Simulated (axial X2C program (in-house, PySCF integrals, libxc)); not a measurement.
**NaO: EOM-IP-CCSD levels**

Aim: EOM-IP-CCSD levels of NaO, with spin–orbit coupling in the Hamiltonian from the start.

Method: two-component X2C with atomic mean-field terms, Na dyall-acv3z, O dyall-av3z; program: an in-house X2C program for linear molecules on PySCF integrals.

All values are calculated.

### Step 1. Input

task.json

```json
{
 "zs": [
  11,
  8
 ],
 "q": 0,
 "bas": [
  "dyall-acv3z",
  "dyall-av3z"
 ],
 "r0": 2.17,
 "eom": "ip",
 "rq": -1,
 "thr": -2.0,
 "nmax": 95,
 "grid": [
  1,
  0.96,
  1.045,
  0.92,
  1.09,
  1.15
 ]
}
```

Keys: zs atomic numbers; q charge; bas basis sets; r0 starting distance in Å; eom kind of EOM run; thr threshold in hartree for freezing inner shells (an s shell follows its p shell); nmax most natural virtual spinors; grid distances as factors.

Launch:

```
> python soeom.py task.json out
```

The runs that follow: EOM-IP-CCSD at 2.137 Å.

Q: Predict the outcome of this session. Wanted: next root led by one particle; T1 of the reference.

The runs gave:

| quantity | value |
| --- | --- |
| lowest root at 2.137 Å | Ω = 1/2, 0.669 eV |
| next root led by one particle | Ω = 3/2, about 11140 cm⁻¹ higher |
| T1 of the reference | 0.090 |

In words: Removing an electron from the reference determinant of NaO⁻ costs 0.67 eV and empties a spinor of 43% Na sσ, 27% O pπ, 16% O pσ. The closed-shell reference lies 0.83 eV above the lowest determinant found, so these energies count from an excited configuration. Errors of 0.1 to 0.3 eV are usual at this size, and roots led by higher excitations are left out, so the list is incomplete, and low states of that kind can be missing. T1 or the largest double amplitude of the reference is raised, which lowers the reliability.
